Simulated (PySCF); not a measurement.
# How methods differ on the ionisation energy of Mg

Mg [Ne] 3s2 (1S) → Mg+ [Ne] 3s1 (2S), as a difference of total energies. Calculation: PySCF 2.14, in aug-cc-pCVTZ-DK with one added diffuse shell each of s, p, d, f type (9s8p6d4f, 91 functions); the spin-free X2C one-electron Hamiltonian (Gaussian nucleus). Correlated levels: valence: [Ne] frozen; valence and next inner shell: 1s2 frozen; nothing frozen. The calculations carry no spin-orbit coupling.

```csv
method,ionisation energy (eV),error (eV)
UHF,6.616,-1.030
LDA,7.730,+0.084
PBE,7.622,-0.024
PBE0,7.551,-0.095
r2SCAN,7.382,-0.264
wB97X,7.611,-0.035
TPSS,7.556,-0.090
PBEsol,7.536,-0.110
B2PLYP,7.552,-0.094
MP2 (valence),7.265,-0.381
SCS-MP2 (valence),7.394,-0.252
MP2 (valence and next inner shell),7.382,-0.264
SCS-MP2 (valence and next inner shell),7.485,-0.161
MP2 (all electrons),7.381,-0.265
SCS-MP2 (all electrons),7.484,-0.162
```

Reference: 7.646 eV (measured; NIST Atomic Spectra Database, ionization energies).

Errors of the correlated levels include the incompleteness of this basis and the frozen core.

MP2 underrates the near-degeneracy of ns² with np² in the lower species.
